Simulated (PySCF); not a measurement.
**F₂⁺: from constants to spectrum**

UHF-CCSD(T) constants of F₂⁺, ²Πg (doublet), unpaired electrons π ↑ (PySCF, no relativity, basis sets F 6-311G(d,p); masses 18.9984 and 18.9984 u):

| Item | Value |
| --- | --- |
| ωe | 1016.7 cm⁻¹ |
| ωexe | 12.5 cm⁻¹ |
| Be | 1.0149 cm⁻¹ |
| αe | 0.0153 cm⁻¹ |
| D (centrifugal) | 4.05e-06 cm⁻¹ |
| De to F⁺ + F | 2.57 eV |

(1) Give the vibrational terms G(v) and spacings up to v = 3.

(2) How well does the Morse estimate ωe²/(4ωexe) reproduce De, and what is D0?

Correlated steps freeze 2 core orbitals. The state is the lowest determinant that a PBE0 search found; another state may lie lower at other levels.

Results:

(1) G(v) = ωe(v+½) − ωexe(v+½)².

| v | G(v) (cm⁻¹) | G(v) − G(v−1) | Bv (cm⁻¹) |
| --- | --- | --- | --- |
| 0 | 505 |  | 1.007 |
| 1 | 1497 | 992 | 0.992 |
| 2 | 2464 | 967 | 0.977 |
| 3 | 3405 | 942 | 0.961 |

(2) It gives 2.56 eV, 100 % of the computed De. D0 = De − G(0) = 2.57 − 0.06 = 2.51 eV.
